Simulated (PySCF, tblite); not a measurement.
Complex of formaldehyde and water

A gas-phase complex of formaldehyde and water; neutral, singlet. The structure comes from a short search (6 tight-binding starts) and was relaxed by PBE0-D3(BJ)/def2-TZVPD; another way of binding may lie lower. No frequency run checks that it is a minimum.

Parts: 1 = formaldehyde (C=O), atoms 1–4; 2 = water (O), atoms 5–7.

```csv
atom,part,x (Å),y (Å),z (Å)
C1,1,0.021,0.041,-0.020
O2,1,1.211,0.053,0.135
H3,1,-0.577,-0.871,0.155
H4,1,-0.525,0.947,-0.343
O5,2,1.283,-2.677,0.936
H6,2,2.086,-3.180,1.084
H7,2,1.577,-1.782,0.711
```

```
contact  kind (by geometry)  distance (Å)  angle (°)
H7···O2       hydrogen bond         1.957        151
```

Interaction energies are complex less parts, with the parts frozen as they stand in it; counterpoise-corrected, in kcal/mol (PySCF). The CCSD(T) estimate is Hartree-Fock/aug-cc-pVQZ, plus the MP2 correlation part extrapolated as X⁻³ from aug-cc-pVTZ and aug-cc-pVQZ, plus CCSD(T) less MP2 in aug-cc-pVDZ; noble-gas cores are frozen. It isn't the exact limit.

Task: How strongly do the parts interact, level by level?

Result: 
```csv
level,interaction,superposition error removed
Hartree-Fock/aug-cc-pVQZ,-3.70,-
wB97M-D3(BJ)/def2-TZVPD,-5.24,-0.06
PBE0-D3(BJ)/def2-TZVPD,-5.37,-0.06
MP2/aug-cc-pVQZ,-5.23,-0.26
"CCSD(T), estimated basis limit",-5.32,-
```

Task: What holds them together? Decompose the wB97M-D3(BJ)/def2-TZVPD energy: frozen parts, their antisymmetrised product, then relaxation.

Result: electrostatic -8.2, Pauli repulsion +7.0, orbital relaxation -3.1, dispersion correction -1.0 kcal/mol, which sum to the value before the counterpoise correction; the Pauli term holds the exchange-correlation of the frozen density too. Of the attraction, 67 % is electrostatic, 25 % is orbital relaxation, 8 % is dispersion correction.

The parts were also relaxed and run alone, at the levels used for the complex: shieldings by PBE0/pcSseg-2; core levels by delta-SCF with SCAN, pcX-2 on the ionised atom and pcseg-1 elsewhere, spin-free X2C.

Task: How do these values change when the complex forms?

Result: 
```csv
property,alone,in the complex,change
O5–H7 bond (Å),0.960,0.968,+0.008
shielding of H7 (ppm),30.89,27.63,-3.25
shielding of O2 (ppm),-447.1,-406.3,+40.8
shielding of O5 (ppm),329.1,331.7,+2.5
O5 1s core level (eV),539.76,538.85,-0.91
```
